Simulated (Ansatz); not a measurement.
CH3FNO: structure from calculated spectroscopic constants

These gas-phase data were calculated for one isomer of CH3FNO at PBE0-D3(BJ)/def2-SVP (harmonic, unscaled wavenumbers; equilibrium rotational constants with average atomic masses):

* rotational constants: 10.53, 9.717, 5.599 GHz
* all wavenumbers above 1500 cm⁻¹: 3848, 3478, 3019

Candidates:

(1) `[NH][C@H](O)F`, a doublet
(2) `N[C@H]([O])F`, a doublet

Which structure fits?

Candidate (1). 1 mode lies between 3250 and 3800 cm⁻¹, one for each N–H bond, while (2) has 2.

The same quantities for all candidates:

```
     rotational constants (GHz)  wavenumbers above 1500 cm⁻¹  E above the lowest, PBE0-D3(BJ)/def2-SVP (kcal/mol)
(1)         10.53, 9.717, 5.599             3848, 3478, 3019                                                  2.2
(2)          11.8, 9.058, 5.825       3652, 3536, 3037, 1600                                                  0.0
```

Harmonic stretches to hydrogen usually lie a few per cent above observed fundamentals. Each candidate is one conformer. Open shells are spin-unrestricted. Programs: Ansatz 0.2.0.
